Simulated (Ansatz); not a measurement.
# SnSe (Pnma, No. 62)

Computed with PBE0 in Ansatz (PAW).

Numerical settings: plane-wave cutoff 460 eV, 2×6×6 k mesh (along the axes of the cell as run), Fermi–Dirac smearing 0.01 eV, scalar-relativistic PAW data made under PBE.

Cell (relaxed with PBEsol):

```xyz
8
Lattice="11.4260 0.0000 0.0000 0.0000 4.1514 0.0000 0.0000 0.0000 4.3648" Properties=species:S:1:pos:R:3 pbc="T T T"
Sn     7.0596     3.1136     1.7656
Sn     4.3664     1.0379     2.5993
Sn    10.0794     1.0379     3.9480
Sn     1.3466     3.1136     0.4169
Se     1.6305     1.0379     2.2834
Se     9.7955     3.1136     2.0814
Se     4.0825     3.1136     0.1010
Se     7.3435     1.0379     4.2638
```

band gap: 1.39 eV
smallest direct gap on the k points sampled: 1.46 eV
Γ–Γ gap: 2.31 eV

Measured, for comparison: band gap 0.91 eV (temperature not stated, no zero-point or thermal correction, compiled measured gap; kind and temperature not stated; as tabulated in Kothakonda et al. (2022), arXiv:2208.02841).

Note: the cell comes from a level without a dispersion term, which matters for the spacing of layers, chains or molecules; cell and atoms aren't relaxed at this level (largest force component 0.17 eV/Å, pressure 1.6 GPa).

Spin–orbit coupling is not included.

Static lattice: no zero-point or thermal effects.

The result took very roughly 21 core-minutes.

Ansatz is a program for electronic structure.
